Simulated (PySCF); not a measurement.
LiF, SMILES [Li][F].

The structure is a stationary point at PBE-D3(BJ)/def2-TZVPD.

Computed with PySCF with TDDFT-ωB97X/def2-TZVPD.

Vertical excitations; the highest root listed may be one member of a degenerate set. The molecule is in vacuum. State labels are in the subgroup C2v.

| state | symmetry | energy (eV) | λ (nm) | f | main pairs |
|---|---|---|---|---|---|
| S1 | B1 | 6.28 | 197 | 0.033 | HOMO−1→LUMO, HOMO−1→LUMO+3 (degenerate set) |
| S2 | B2 | 6.28 | 197 | 0.033 | HOMO→LUMO, HOMO→LUMO+3 (degenerate set) |
| S3 | A1 | 6.71 | 185 | 0.008 | HOMO−2→LUMO 79 %, HOMO−2→LUMO+3 17 % |
| S4 | A1 | 7.85 | 158 | 0.000 | HOMO−1→LUMO+1, HOMO→LUMO+2, HOMO−1→LUMO+5, HOMO→LUMO+6 (degenerate set) |
| S5 | A2 | 7.85 | 158 | 0.000 | HOMO→LUMO+1, HOMO−1→LUMO+2, HOMO→LUMO+5, HOMO−1→LUMO+6 (degenerate set) |
| S6 | A2 | 7.88 | 157 | 0.000 | HOMO−1→LUMO+2 40 %, HOMO→LUMO+1 40 %, HOMO−1→LUMO+6 9 %, HOMO→LUMO+5 9 % |
| S7 | A1 | 8.25 | 150 | 0.032 | HOMO→LUMO+2 45 %, HOMO−1→LUMO+1 45 % |
| S8 | B1 | 8.29 | 150 | 0.000 | HOMO−2→LUMO+1, HOMO−2→LUMO+5, HOMO−1→LUMO+3 (degenerate set) |
| S9 | B2 | 8.29 | 150 | 0.000 | HOMO−2→LUMO+2, HOMO−2→LUMO+6, HOMO→LUMO+3 (degenerate set) |
| S10 | B1 | 8.31 | 149 | 0.051 | HOMO−1→LUMO+3 50 %, HOMO−1→LUMO+4 18 %, HOMO−2→LUMO+1 13 %, HOMO−1→LUMO 12 % |
| T1 | B2 | 6.17 | 201 | 0 | HOMO→LUMO, HOMO→LUMO+3 (degenerate set) |
| T2 | B1 | 6.17 | 201 | 0 | HOMO−1→LUMO, HOMO−1→LUMO+3 (degenerate set) |
| T3 | A1 | 6.64 | 187 | 0 | HOMO−2→LUMO 79 %, HOMO−2→LUMO+3 16 % |
| T4 | A1 | 7.50 | 165 | 0 | HOMO−1→LUMO+1 39 %, HOMO→LUMO+2 39 %, HOMO−1→LUMO+5 9 %, HOMO→LUMO+6 9 % |
Triplets are in the Tamm–Dancoff approximation, which puts them higher than full response would, so one can lie above its singlet here.
